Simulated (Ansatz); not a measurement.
# SiH4 (singlet): wave-function methods side by side at distance Si1–H5 = 1.485 Å, cc-pVDZ

How much of the correlation energy of SiH4 (singlet) does each wave-function method recover here?

Method: cc-pVDZ, correlated electrons: outside noble gas; program: Ansatz 0.2.0, Gaussian basis.

Plan: UHF; CCSD(T) on RHF; BCCD(T) on RHF; CISD; CCSDT(Q) on RHF; CASSCF and MRCISD+Q, 2 electrons in 2 orbitals; CASSCF and NEVPT2, 2 electrons in 2 orbitals; CASSCF and MRCISD+Q, 8 electrons in 8 orbitals; CASSCF and NEVPT4(SD), 8 electrons in 8 orbitals; CASSCF and NEVPT2, 8 electrons in 8 orbitals.

**1. The geometry**

The geometry derives from a PBE0/def2-TZVP stationary point (not a proven minimum). One bond is set to the value named and the two fragments are kept rigid.

5 atoms, charge 0, spin multiplicity 1.

Atoms are counted from 1 here; the program's logs count them from 0.

Bond lengths: Si1–H2 1.485 Å, Si1–H3 1.485 Å, Si1–H4 1.485 Å, Si1–H5 1.485 Å. Angles: H2–Si1–H3 109.5°, H2–Si1–H4 109.5°, H2–Si1–H5 109.5°, H3–Si1–H4 109.5°, H3–Si1–H5 109.5°, H4–Si1–H5 109.5°.

In the tables R marks a restricted determinant and U an unrestricted one; 'valence' is the active space of 8 electrons in 8 orbitals; 'pair' is the active space of 2 electrons in 2 orbitals; correlation energies count from the lowest restricted Hartree-Fock solution.

**2. UHF**

in.yaml reads:

```yaml
crystal:
  periodic: [false, false, false]
  atoms:
    - {symbol: Si, position_ang: [0.000000, 0.000000, 0.000000]}
    - {symbol: H, position_ang: [0.855850, 0.858745, 0.856831]}
    - {symbol: H, position_ang: [-0.859551, -0.854424, 0.857445]}
    - {symbol: H, position_ang: [-0.854730, 0.855535, -0.861149]}
    - {symbol: H, position_ang: [0.858431, -0.859856, -0.853127]}
basis:
  gaussian: {orbitals: cc-pVDZ}
magnetization: {spin_polarized: true, initial_magnetization: 0}
hamiltonian: {xc: hf}
output: {orbitals: {seedname: orbitals}}
```

The run is started by

```
> ansatz run in.yaml --threads 1 --pin off --events-out ev --progress --plain --max-ram 2393MiB
```

Further steps of the session: CCSD(T) on RHF; BCCD(T) on RHF; CISD; CCSDT(Q) on RHF; CASSCF and MRCISD+Q, 2 electrons in 2 orbitals; CASSCF and NEVPT2, 2 electrons in 2 orbitals; CASSCF and MRCISD+Q, 8 electrons in 8 orbitals; CASSCF and NEVPT4(SD), 8 electrons in 8 orbitals; CASSCF and NEVPT2, 8 electrons in 8 orbitals.

**Question.** What will the summary of the whole plan be? Wanted: correlation energy, RCCSDT(Q); RMP2 from RCCSDT(Q); RCCSD from RCCSDT(Q); RCCSD(T) from RCCSDT(Q); NEVPT2 pair from RCCSDT(Q); MRCISD+Q pair from RCCSDT(Q); NEVPT2 valence from RCCSDT(Q); T1 diagnostic; effectively unpaired electrons.

**Answer**, as computed:

| quantity | value |
| --- | --- |
| correlation energy, RCCSDT(Q) | -4.0951 eV |
| RMP2 from RCCSDT(Q) | +89.5 kJ/mol |
| RCCSD from RCCSDT(Q) | +8.1 kJ/mol |
| RCCSD(T) from RCCSDT(Q) | +1.7 kJ/mol |
| NEVPT2 pair from RCCSDT(Q) | +90.4 kJ/mol |
| MRCISD+Q pair from RCCSDT(Q) | -1.3 kJ/mol |
| NEVPT2 valence from RCCSDT(Q) | +82.1 kJ/mol |
| levels within 1 kcal/mol (43 meV) | RCCSD(T), BCCD(T), RCCSDT, MRCISD+Q pair, MRCISD+Q valence |
| T1 diagnostic | 0.010 |
| effectively unpaired electrons | 0.01 |

What this shows: RCCSD(T) lands +1.7 kJ/mol from the yardstick (0.4 % of the correlation energy). One determinant dominates. Of the multireference levels listed MRCISD+Q valence comes nearest (+1.0 kJ/mol). These misses are within one basis and frozen core, not against nature; frozen cores of the runs differ by up to some meV.
